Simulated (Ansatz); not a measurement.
Abridged output of a molecular run in Ansatz:

```
Functional definition: HF
1360 factors; integrals over basis functions are off by at most 7.6e-4 eV
mean field evaluation 1: about -31610.7302 eV, gradient 1.7e1 eV
mean field evaluation 2: about -31610.7876 eV, gradient 1.7e1 eV
mean field evaluation 4: about -31611.7773 eV, gradient 1.5e0 eV
mean field evaluation 8: about -31611.7928 eV, gradient 8.2e-2 eV
mean field -31611.79286064 eV, -1161.7119603857 hartree, gradient 1.3e-6 eV, S^2 0.000000; 0 other end points of the search recorded, 0 dependent functions left out
15 core orbitals not correlated: weight in the atoms' cores, before any rotation towards them, 1.000 or more for the frozen orbitals, at most 0.000 for the correlated occupied ones
reference -31611.79286064 eV, -1161.7119603857 hartree; 9, 9 occupied and 198, 198 virtual orbitals, 1360 factors
second order -13.43565030 eV of doubles, -0.00000000 eV of singles
cycle   1  -14.12557007 eV  change   -6.9e-1 eV  update   6.4e-2
cycle   2  -14.41618758 eV  change   -2.9e-1 eV  update   1.9e-2
cycle   3  -14.45659763 eV  change   -4.0e-2 eV  update   7.9e-3
cycle   4  -14.45056899 eV  change    6.0e-3 eV  update   2.0e-3
cycle   5  -14.45007722 eV  change    4.9e-4 eV  update   7.7e-4
cycle   6  -14.45004258 eV  change    3.5e-5 eV  update   2.3e-4
cycle   7  -14.44999143 eV  change    5.1e-5 eV  update   6.9e-5
cycle   8  -14.45001436 eV  change   -2.3e-5 eV  update   2.1e-5
cycle   9  -14.45001748 eV  change   -3.1e-6 eV  update   6.6e-6
perturbative correction -0.63839001 eV, -0.0234604001 hartree
Total energy: -31626.88126813 eV, -1162.2664491337 hartree
```

Its atoms:

Cartesian coordinates in Å:
```
Cl -1.678 0.585 -0.943
Al 0.110 0.093 0.004
Cl 0.267 -1.782 0.896
H 1.301 1.104 0.044
```

(1) Which basis set was used?
A. cc-pV(D+d)Z
B. def2-SVPD
C. cc-pV(Q+d)Z
D. cc-pV(T+d)Z

(2) Write the keys of the input that set method, charge and spin (a neutral closed shell needs none for the last two).

## Answers

(1) C. It gives 222 functions.

(2) 
```yaml
correlation: {method: ccsd_t}
```
